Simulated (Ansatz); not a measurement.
Frontier orbitals of `C=CCCl`.

```xyz
9

C    -0.138   -0.013    1.414
C     0.487    0.123    0.254
C    -0.135   -0.200   -1.053
Cl   -0.202    1.249   -2.110
H     0.354    0.215    2.352
H    -1.165   -0.358    1.466
H     1.512    0.483    0.219
H    -1.157   -0.558   -0.935
H     0.444   -0.940   -1.606
```

Total charge 0; spin multiplicity 1. Geometry: relaxed with PBE0-D4/def2-TZVP. It is one conformer, not always the lowest. Basis def2-TZVPP, Ansatz.

Orbital energies of one run (eV). Highest occupied ones, from the top: -6.58, -6.82, -7.07, -8.92, -9.70, -10.59, -11.00, -11.95, -13.95, -16.47, -19.19, -21.24, -189.81, -189.81. Empty: -1.33, 0.19, 1.10, 1.23, 1.59, 2.32.

(1) Which functional gave them?
A. PBE0
B. ωB97M-V
C. ωB97X-V
D. BLYP

Results:

(1) D. HOMO energies: BLYP -6.58, ωB97M-V -10.16, ωB97X-V -10.27, PBE0 -7.92 eV.
